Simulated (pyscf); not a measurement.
H₃Si–SeH + H₂Se → HSe–SiH₂–SeH + hydrogen (H₂), a four-centre exchange (singlet surface; H–Si, H–Se broken, Se–Si, H–H formed). PySCF, gas phase, ωB97X-D3(BJ)/def2-SVP geometries. Energies in kcal/mol from the separated reactants.

Small-basis levels: PySCF, no dispersion term, spherical d functions. GFN2-xTB: tblite. Cost: rough CPU time at the saddle relative to B3LYP/6-31G*+LANL2DZ, from one job on a shared machine.

| level | barrier | reaction energy | cost |
|---|---|---|---|
| HF/STO-3G | 103.8 | -10.8 | 0.1 |
| MP2/6-31G*+LANL2DZ | 59.9 | -13.9 | 0.2 |
| SVWN5/6-31G*+LANL2DZ | 26.1 | -14.7 | 1 |
| PBE/6-31G*+LANL2DZ | 36.2 | -13.5 | 2 |
| B3LYP/STO-3G | 70.9 | -11.3 | 1 |
| B3LYP/3-21G | 53.4 | -7.2 | 1 |
| B3LYP/6-31G*+LANL2DZ | 48.6 | -10.2 | 1 |
| M06-2X/6-31G*+LANL2DZ | 45.1 | -14.2 | 2 |
| GFN2-xTB | 45.1 | +0.2 | under 0.02 |
| ωB97M-D3(BJ)/def2-TZVP | 44.2 | -9.8 | – |

Against the last row the barrier runs from -18.1 (SVWN5/6-31G*+LANL2DZ) to +59.6 kcal/mol (HF/STO-3G). ωB97M-D3(BJ)/def2-TZVP has limits of its own. One saddle was located; it need not be the lowest between these sides. In the def2 sets elements up to Kr have no core potential.
